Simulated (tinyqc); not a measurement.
Worked calculation: Hueckel theory of the pi electrons, for the molecule C=CC(=C)F (SMILES; centres numbered as the heavy atoms are written). One step of it, computed by the program tinyqc.

Task: Orbitals. Diagonalise; E = alpha + x beta with beta < 0, so the largest x are filled first; degenerate levels share their electrons. P = sum n_i c_ri c_si; each orbital has its largest coefficient positive (the first on a tie).

Hueckel matrix in units of beta (H = alpha + beta A), lower triangle:
```
          1C        2C        3C        4C        5F
1C  0.000000
2C  1.000000  0.000000
3C  0.000000  1.000000  0.000000
4C  0.000000  0.000000  1.000000  0.000000
5F  0.000000  0.000000  0.720000  0.000000  2.660000
```

pi electrons, sum of z_r less the charge = 6

Give: x values; occupations; coefficients; charge and bond-order matrix P.

Result:

x values: 2.900  1.480  0.583  -0.639  -1.663

occupations: 2.000  2.000  2.000  0.000  0.000

coefficients:
```
      MO1     MO2     MO3     MO4     MO5
1C  0.042   0.416  -0.567   0.617   0.351
2C  0.122   0.616  -0.331  -0.394  -0.584
3C  0.311   0.495   0.374  -0.365   0.621
4C  0.107   0.334   0.642   0.570  -0.373
5F  0.935  -0.302  -0.130   0.080  -0.103
```

charge and bond-order matrix P, lower triangle:
```
        1C      2C     3C      4C     5F
1C   0.992
2C   0.897   1.006
3C   0.013   0.438  0.964
4C  -0.441   0.013  0.879   1.071
5F  -0.025  -0.058  0.186  -0.168  1.966
```
